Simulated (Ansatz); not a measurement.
# Si₂H₆, singlet: energies of several shapes or isomers

Computed with Ansatz's Gaussian-basis code (development build); CASPT2, NEVPT3 by development code. Basis cc-pV(D+d)Z on Si, cc-pVDZ on H, nonrelativistic, 10 orbitals frozen in the corrections; active space CAS(2,2). Restricted Hartree–Fock, then the lowest state-specific CASSCF solution met for each case. Coupled cluster stands on the determinant that it favours, not always the lowest RHF. On stretched bonds single-reference methods can fail or change state. Solutions in different active orbitals can move differences by tenths of an eV and at times more than 1 eV.

Case A:

```xyz
8

Si    0.0000    0.0000    1.1677
Si    0.0000    0.0000   -1.1677
H     0.0000    1.3933    1.6860
H    -1.2066   -0.6966    1.6860
H     1.2066   -0.6966    1.6860
H     0.0000   -1.3933   -1.6860
H    -1.2066    0.6966   -1.6860
H     1.2066    0.6966   -1.6860
```

Case B:

```xyz
8

Si    0.0000    0.0000    1.6348
Si    0.0000    0.0000   -1.6348
H     0.0000    1.3933    2.1531
H    -1.2066   -0.6966    2.1531
H     1.2066   -0.6966    2.1531
H     0.0000   -1.3933   -2.1531
H    -1.2066    0.6966   -2.1531
H     1.2066    0.6966   -2.1531
```

Energy less that of case A, in eV:

```json
{"case": "B", "RHF/ROHF": "+1.888", "CASSCF": "+1.541", "SC-NEVPT2": "+1.651", "FIC-NEVPT2": "+1.652", "NEVPT3": "+1.660", "CASPT2 (IPEA 0.25)": "+1.716"}
```

(1) What does CCSDT give for these differences?

Answers

(1) B: +1.680 eV (38.7 kcal/mol).
